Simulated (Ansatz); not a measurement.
**Worked example: O–CH₂, quintet against O–CH$_{2}$, triplet**

Geometry (PBE0/def2-TZVP stationary point of a triplet), kept for both states (O–CH2, triplet: A2; O–CH2, quintet: B2):

```yaml
atoms:
  - { symbol: O, position_ang: [0.0000, 0.0000, 0.6438] }
  - { symbol: C, position_ang: [0.0000, 0.0000, -0.6606] }
  - { symbol: H, position_ang: [0.0000, -0.9567, -1.1734] }
  - { symbol: H, position_ang: [0.0000, 0.9567, -1.1734] }
```

Basis cc-pVDZ; Ansatz 0.2.0. Correlated methods freeze the noble-gas cores. R marks a restricted (for open shells ROHF) determinant, U an unrestricted one.

Full CI isn't at hand for all of this; UCCSDT(Q) serves as the reference, and is uncertain by the last step of the cluster series or more.

| level | E(O–CH2, triplet) (hartree) | E(O–CH2, quintet) (hartree) |
| --- | --- | --- |
| UHF | -113.801270 | -113.419902 |
| UMP2 | -114.062267 | -113.653694 |
| UCCSD(T) | -114.099671 | -113.699806 |
| PBE | -114.262691 | -113.874477 |
| PBE0 | -114.269230 | -113.876775 |
| UCCSDT(Q) | -114.100985 | -113.701662 |

**Question.** Give the vertical gap, O–CH2 quintet less O–CH2 triplet, at each level in eV (1 hartree = 27.2114 eV), and each error against UCCSDT(Q).

**Answer.** UCCSDT(Q): (-113.701662 − (-114.100985)) × 27.2114 = 10.866 eV (the reference)
PBE0: (-113.876775 − (-114.269230)) × 27.2114 = 10.679 eV, error -0.187 eV
PBE: (-113.874477 − (-114.262691)) × 27.2114 = 10.564 eV, error -0.302 eV
UCCSD(T): (-113.699806 − (-114.099671)) × 27.2114 = 10.881 eV, error 0.015 eV
UMP2: (-113.653694 − (-114.062267)) × 27.2114 = 11.118 eV, error 0.252 eV
UHF: (-113.419902 − (-113.801270)) × 27.2114 = 10.378 eV, error -0.488 eV

Total energies of functionals can't be set beside those of wave-function methods, since they hold the core's correlation and their own absolute errors; only the differences compare.

In so small a basis the reference is far from its limit while semilocal and hybrid functionals are nearer theirs, so the functionals' errors here hold much of the reference's basis and frozen-core error, which can add to them or hide them.

Each level lands on the state that its own search finds. T1 diagnostics of restricted CCSD: 0.031 and 0.048.
